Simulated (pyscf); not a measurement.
Four-centre exchange: F–SiH₂–O–SiH₃ + NH₃ → H₂N–SiH(F)–O–SiH₃ + H₂

Gas phase, singlet surface, charge 0. Bonds broken: Si2–H5, N10–H11. Bonds formed: Si2–N10, H5–H11. Single points on ωB97X-D3(BJ)/def2-SVP structures (PySCF, gas phase).

Transition state (Å):

```xyz
13

F      1.2019    -0.8978     1.1378
Si     0.4344     0.4998     0.8131
O     -0.2864     0.9016    -0.6156
Si    -1.6735     0.2916    -1.3380
H     -1.1234    -0.5547     1.0975
H      1.6080     1.4152     0.7856
H     -1.6134    -1.1865    -1.4837
H     -2.8867     0.6848    -0.5662
H     -1.7423     0.9214    -2.6853
N     -0.4521     1.1385     2.3450
H     -1.1377     0.2157     1.9250
H      0.0332     0.9752     3.2300
H     -0.8022     2.0984     2.3094
```

One imaginary mode, 1424i cm⁻¹; descent along it reached the two sides named, in the forms told below.

```tsv
bond	change	reactant side (Å)	saddle	product side
Si2–H5	breaks	1.486	1.903	4.4
N10–H11	breaks	1.021	1.224	2.7
Si2–N10	forms	2.209	1.882	1.716
H5–H11	forms	2.7	1.131	0.762
```

Electronic energies relative to the separated reactants (kcal/mol):

```csv
level,barrier,reaction energy,reverse barrier
ωB97X-D3(BJ)/def2-TZVP,36.9,-14.1,51.0
PBE/def2-TZVP,32.6,-11.7,44.3
r²SCAN/def2-TZVP,34.0,-14.4,48.4
B3LYP-D3(BJ)/def2-TZVP,38.0,-13.1,51.1
PBE0-D3(BJ)/def2-TZVP,33.9,-12.8,46.7
M06-2X/def2-TZVP,38.3,-16.1,54.4
ωB97M-D3(BJ)/def2-TZVP,37.0,-13.4,50.3
HF/def2-TZVP,59.6,-9.3,68.9
```

With ωB97M-D3(BJ)/def2-TZVP energies and thermal terms (ideal gas, 1 atm, RRHO with modes under 100 cm⁻¹ raised to 100, one conformer, R ln 2 for rigid chiral ones), in kcal/mol:

| T (K) | ΔH‡ | ΔG‡ | ΔH | ΔG |
|---|---|---|---|---|
| 298 | 34.9 | 46.4 | -16.8 | -14.7 |
| 600 | 35.2 | 57.9 | -15.3 | -13.2 |
| 900 | 35.9 | 69.2 | -14.1 | -12.5 |
| 1200 | 36.8 | 80.1 | -13.2 | -12.1 |

On the reactant side the descent ends in an adduct with a N–Si contact (not fully relaxed), 7.6 kcal/mol under the separated species and 44.5 kcal/mol under the saddle at ωB97X-D3(BJ)/def2-TZVP. What is counted as formed (N–Si) is already present as a longer contact in the reactant adduct; forming that adduct is a step of its own. At the saddle there is also a short H–Si contact that neither side keeps. This is the saddle that the search found; another between the same sides may lie lower.
